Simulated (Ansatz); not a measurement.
A made-up structure of MgSiH$_{3}$S (charge +1), singlet:

| atom | x (Å) | y (Å) | z (Å) |
| --- | --- | --- | --- |
| Mg1 | 1.0994 | -0.5768 | 1.6896 |
| Si2 | 0.5044 | 0.2162 | -0.1162 |
| S3 | -2.0448 | -0.0896 | -0.9855 |
| H4 | -3.3276 | -0.2517 | -1.4070 |
| H5 | 1.6754 | 0.9015 | -0.7276 |
| H6 | 2.7353 | -0.0491 | 1.6288 |

It is relaxed with PBE-D4/def2-SVP and then PBE0-D4/def2-TZVP (Ansatz 0.2.0). Atoms count as bonded within 1.22 times the sum of their covalent radii (H–H: 0.88 Å). The end point is not checked to be a true minimum.

(1) Does its bonding change? (A judgement: the text doesn't fix the answer.)

Answers

(1) The calculation gives: Yes. Formed: Si2–S3; broken: none.

Where it ends: The first stage lowers the energy by 5.32 eV in 16 steps. It ends as MgSiH₃S ([MgH][SiH][SH]), total charge +1:
Mg1  (1.783, -0.277, 1.517)
Si2  (0.041, 0.274, -0.485)
S3  (-1.912, -0.374, -0.384)
H4  (-2.322, 0.138, -1.563)
H5  (0.215, 1.017, -1.763)
H6  (2.837, -0.628, 2.760)
(Å)

Labels in which every atom is bracketed show which atoms are joined, not bond orders.

For scale, one of the runs: PBE0-D4/def2-TZVP relaxation, 124 basis functions, launched by `ansatz run in.yaml --threads 2 --pin off --events-out ev --progress --plain --max-ram 4352MiB`. The run took about 22 s on 2 CPU threads of an Arm Neoverse V1 (shared host).
